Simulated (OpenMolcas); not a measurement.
# C2H6O (dimethyl ether): a line through the functionals

C2H6O has 9 atoms, charge 0, and is taken as a singlet. As SMILES, `COC`. The shape is that of a GFN2-xTB optimisation.

The vertical energy of the triplet above the singlet y, in eV, basis cc-pVDZ; a is the functional's share of exact exchange. Programs: OpenMolcas 26.06.

| functional | program | a | y (eV) |
| --- | --- | --- | --- |
| TPSS | OpenMolcas | 0 | 7.33 |
| r2SCAN | OpenMolcas | 0 | 7.36 |
| B3LYP | OpenMolcas | 0.2 | 7.43 |
| PBE0 | OpenMolcas | 0.25 | ? |
| BHLYP | OpenMolcas | 0.5 | 7.80 |

Question: Fit y = c + s·a to the known rows and predict PBE0.

Answer: 
1. Means of the 4 rows: a = 0.1750, y = 7.480.
2. Σ(Δa)² = 0.1675, Σ(Δa·Δy) = 0.15, so the slope is 0.15/0.1675 = 0.89552.
3. Intercept: 7.480 − (0.89552) × 0.1750 = 7.323. The largest residual of the fit is 0.072.
4. PBE0: 7.323 + (0.89552) × 0.25 = 7.55 eV.

The run gave 7.49 eV, so the prediction is off by +0.06 eV, within the scatter of the fit.
